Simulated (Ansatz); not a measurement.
A nudged elastic band was laid between two geometries of ClH$_{3}$MgO (6 atoms, charge 0, multiplicity 1).

Computed with Ansatz, RKS PBE-D4/def2-SVPD.

```json
{"movable images": "7", "climbing image": "yes", "spring": "5.0 eV/Å²", "optimiser": "quadratic models (default)", "start path": "through a guess of the saddle point", "force threshold": "0.05 eV/Å", "iteration limit": "60", "end points": "relaxed"}
```

First end point:

```xyz
6
Properties=species:S:1:pos:R:3
Mg -0.658 0.166 -0.896
H -1.464 1.547 -1.488
Cl -0.043 -2.056 -0.944
H 0.838 0.786 1.570
O 0.503 0.242 0.841
H 0.823 -0.686 0.917
```

Last end point:

```xyz
6
Properties=species:S:1:pos:R:3
Mg 0.017 -0.689 -0.276
H -0.888 1.353 -0.719
Cl -0.928 -1.635 -2.063
H -0.484 1.489 -0.069
O 0.859 -0.074 1.219
H 1.423 -0.444 1.907
```

(1) Which bonds break or form, and what moves?

(2) Give the energies along the band, and the barrier.

(3) What is the geometry of the highest image?

(4) What are the harmonic wavenumbers there?

## Answers

(1) Bonds broken: H4–O5. Bonds formed: H2–H4. ClH3MgO becomes ClHMgO + H2.

(2) The run converged. The highest image is number 5 of 0 to 8, 0.45 eV above the first end and 0.51 eV above the last; the last end lies 0.06 eV below the first. A vibrational analysis at the climbing image gives one clearly imaginary mode, 913i cm⁻¹: a first-order saddle point. The orbitals stay closed-shell, which can raise the energy where a bond breaks towards radicals; this wasn't checked here.

```csv
image,path coordinate (Å),energy (eV),H4–O5 (Å),H2–H4 (Å)
0,0.00,0.00,0.97,3.90
1,0.60,0.03,0.97,3.41
2,1.19,0.08,0.97,2.89
3,1.79,0.14,0.98,2.35
4,2.38,0.24,1.00,1.77
5,2.98,0.45,1.21,1.09
6,3.49,0.15,1.66,0.82
7,4.01,-0.03,2.04,0.78
8,4.52,-0.06,2.43,0.78
```

(3) 
```xyz
6
Properties=species:S:1:pos:R:3
Mg -0.321 -0.492 -0.668
H -0.646 1.340 -0.410
Cl -0.718 -2.217 -2.028
H -0.018 1.047 0.434
O 0.536 0.114 0.972
H 1.168 0.208 1.700
```

(4) 913i, 116, 138, 189, 385, 620, 627, 974, 1164, 1548, 1828, 3799 cm⁻¹.

Time of the run: 58 s on 2 threads of Intel(R) Xeon(R) 6975P-C (Granite Rapids) (shared host), peak memory 0.18 GiB.
